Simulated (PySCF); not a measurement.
Estimate the missing entries of this data sheet.

Compound: ethyl isopropyl sulfide, C₅H₁₂S.
Numbering: `[CH3:1][CH2:2][S:3][CH:4]([CH3:5])[CH3:6]` (hydrogens: H7, H8, H9 on C1; H10, H11 on C2; H12 on C4; H13, H14, H15 on C5; H16, H17, H18 on C6)

Conformer (atom-mapped SMILES and torsion angles): `[CH3:1][CH2:2][S:3][CH:4]([CH3:5])[CH3:6]`: C1–C2–S3–C4 83°, C2–S3–C4–C5 91°.

```csv
property,level,value
point group of the GFN2-xTB geometry,GFN2-xTB,?
"rotational constants A, B, C of the GFN2-xTB geometry",GFN2-xTB,"4.371, 1.634, 1.549 GHz"
dipole moment,CAM-B3LYP/def2-SVPD,1.78 D
HOMO energy,CAM-B3LYP/def2-SVPD,?
LUMO energy,CAM-B3LYP/def2-SVPD,?
lowest singlet excitation,TDDFT CAM-B3LYP/def2-SVPD,?
strongest line among the 8 lowest singlet transitions,TDDFT CAM-B3LYP/def2-SVPD,"S8 at 7.86 eV (158 nm, f = 0.058)"
lowest triplet excitation (Tamm–Dancoff),TDA CAM-B3LYP/def2-SVPD,4.95 eV
static isotropic polarisability,CAM-B3LYP/def2-SVPD,84.0 au
electronic spatial extent ⟨r²⟩ about the centre of nuclear charge,CAM-B3LYP/def2-SVPD,?
```

Gas-phase values; electronic properties from PySCF, density fitting. Geometry: GFN2-xTB, one conformer, isolated molecule.

Question: The HOMO energy?

Answer: -7.53 eV.

Question: Give the point group of the GFN2-xTB geometry.

Answer: C1.

Question: Give the electronic spatial extent ⟨r²⟩ about the centre of nuclear charge.

Answer: 934 bohr².

Question: What is the lowest singlet excitation?

Answer: 5.37 eV (231 nm, f = 0.000).

Question: The LUMO energy?

Answer: 1.33 eV.

The 8 singlets span 5.37 to 7.86 eV, and their oscillator strengths add up to 0.17. With B = h/(8π²I), that is 505.379 GHz u Å² over I, the principal moments of inertia are 115.6, 309.4 and 326.3 u Å² (most abundant isotopes); the inertial defect Ic − Ia − Ib is -98.7 u Å² (zero for a rigid planar frame, negative otherwise). No computed singlet falls in the visible range (750 to 380 nm, 1.65 to 3.26 eV); S1 lies 2.11 eV above its blue end.
